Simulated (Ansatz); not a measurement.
Input for Ansatz (development build ahead of 0.2.0):

```yaml
crystal:
  periodic: [false, false, false]
  atoms:
    - { symbol: C, position_ang: [-0.02091, 0.02014, -0.77105] }
    - { symbol: O, position_ang: [-0.04796, -0.04613, 0.91286] }
    - { symbol: H, position_ang: [-0.01472, -1.22581, -1.22663] }
    - { symbol: H, position_ang: [-1.0516, 0.53137, -1.24175] }
    - { symbol: H, position_ang: [1.08112, 0.56085, -1.34969] }
    - { symbol: H, position_ang: [-0.01622, 1.04938, 1.3258] }
basis:
  gaussian: { orbitals: def2-SVP }
hamiltonian:
  xc: hf
```

The input is written out in the form of the current development build from the run's settings.

Output:

```yaml
Converged: yes
Total_energy: -114.80411 hartree
Spin_squared_of_the_determinant: 0.000
```

Caution: stretched shape with no unrestricted run beside it, a lower state can exist.
